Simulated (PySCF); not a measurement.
Aluminium: a sound run and one with changed settings

Sound run: Al [Ne] 3s2 3p1, Al⁺ [Ne] 3s2. All numbers are calculated (PySCF 2.14, the non-relativistic Hamiltonian (point nucleus), in aug-cc-pV(D+d)Z). In the sound run the correlated levels freeze [Ne]. The sound run starts from symmetry-adapted Hartree-Fock orbitals and uses a fine grid where one is needed.

Changed run: a valence shell is frozen. This setting is unsound on purpose.

Ionisation energy of Al:

```json
{"method": "UHF", "sound run (eV)": "5.599", "changed run (eV)": "5.599"}
{"method": "MP2", "sound run (eV)": "5.758", "changed run (eV)": "5.599"}
{"method": "SCS-MP2", "sound run (eV)": "5.737", "changed run (eV)": "5.599"}
{"method": "CCSD", "sound run (eV)": "5.857", "changed run (eV)": "5.599"}
{"method": "CCSD(T)", "sound run (eV)": "5.880", "changed run (eV)": "5.599"}
{"method": "CCSDT", "sound run (eV)": "n/a", "changed run (eV)": "5.599"}
{"method": "FCI", "sound run (eV)": "n/a", "changed run (eV)": "5.599"}
```

Freezing a valence shell removes pair correlation that changes on ionisation.

For comparison, NIST gives 5.986 eV between the lowest levels.
